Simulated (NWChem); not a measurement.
System: CHO, doublet; SMILES O=[CH]

Results from NWChem. Spin-unrestricted. In the optimisation the excess spin sits in a' (Cs, its own frame). Geometry: optimised at PBE-D3(BJ)/def2-SVP, spin-unrestricted. No stability test was run on the SCF state.

Problem. Taking PBE/def2-QZVP as the yardstick, which of these has the fewest basis functions while keeping “dipole (D)” within 0.05 D of it: PBE/def2-TZVP; PBE/def2-SVPD; PBE/def2-TZVPP; PBE/def2-SVP?

Solution. PBE/def2-SVPD.
```json
[
 {"level": "PBE/def2-SVP", "basis functions": "33", "dipole (D)": "1.37"},
 {"level": "PBE/def2-SVPD", "basis functions": "51", "dipole (D)": "1.53"},
 {"level": "PBE/def2-TZVP", "basis functions": "68", "dipole (D)": "1.47"},
 {"level": "PBE/def2-TZVPP", "basis functions": "76", "dipole (D)": "1.47"},
 {"level": "PBE/def2-QZVP", "basis functions": "144", "dipole (D)": "1.50"}
]
```

The yardstick is one finite set, not the basis-set limit.
